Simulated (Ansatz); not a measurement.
## Ansatz (development build ahead of 0.2.0) run

```yaml
crystal:
  periodic: [false, false, false]
  atoms:
    - { symbol: B, position_ang: [0.0, 0.0, -0.84519] }
    - { symbol: S, position_ang: [0.0, 0.0, 0.84519] }
basis:
  gaussian: { orbitals: def2-SVP }
total_charge: -1
magnetization:
  spin_polarized: true
hamiltonian:
  xc: hf
correlation:
  method: mp2
  frozen_orbitals: { B: 1, S: 5 }
```

The input is written out in the form of the current development build from the run's settings.

The run gave:

```yaml
Converged: yes
Reference_energy: -422.05559 hartree
Correlation_energy: -0.19738 hartree
Total_energy: -422.25297 hartree
Spin_squared_of_the_determinant: 0.000
Stability_test: minimum
Occupied_orbitals_by_symmetry_in_an_Abelian_subgroup_alpha;_beta: 7 A1 2 B1 2 B2; 7 A1 2 B1 2 B2
```

Messages of the program:
```
mean field -11484.71759710 eV, -422.0555870722 hartree, gradient 3.3e-6 eV, S^2 0.000000; 2 other ends of a descent, 0 dependent functions left out
```

Caution: no diffuse functions for an anion.
